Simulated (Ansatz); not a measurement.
C3H5NO can be A, `NC1=COC1`, or B, `NC1=C(O)C1`.

Isolated molecules relaxed with PBE0-D4/def2-TZVP in Ansatz; ΔE leaves out vibrations. CCSD(T)/CBS is the MP2 limit (def2-TZVPP, def2-QZVPP) plus CCSD(T) − MP2 in def2-TZVPP, frozen cores. Functionals use def2-TZVPP. B3LYP here is the variant with VWN-RPA as its local correlation; programs differ in this. Each species was taken in one conformer, which may not be the lowest.

Task: Which isomer does CCSD(T)/CBS put lower? Give the gap. (Best estimate.)

Result: The calculation gave: A, by 13.7 kcal/mol.

Task: Give E(B) − E(A) in kcal/mol with B3LYP, B2PLYP, B3LYP-D4, CCSD/def2-TZVPP, CCSD(T)/def2-SVP, ωB97M-V, LDA (SPW92). (Estimate.)

Result: Ansatz gave: B3LYP 12.0, B2PLYP 12.6, B3LYP-D4 12.4, CCSD/def2-TZVPP 14.0, CCSD(T)/def2-SVP 13.0, ωB97M-V 13.3, LDA (SPW92) 11.5. None reverses the order clearly.

Task: Does the order hold for the free energy at 298.15 K (harmonic terms from PBE0-D4)? (Estimate.)

Result: Computed: Yes: G(B) − G(A) = +12.4 kcal/mol, for one conformer each.

Largest T1 diagnostic: 0.013.

Leaving LDA and LC-ωPBE aside and taking each functional with its dispersion term where it has one, the values, not all of them listed here, spread over 2.1 kcal/mol, from PBE-D4 to ωB97X-V. From BLYP to BHLYP (50 % exact exchange), in def2-TZVPP and without D4, E(B) − E(A) moves by +1.0 kcal/mol.
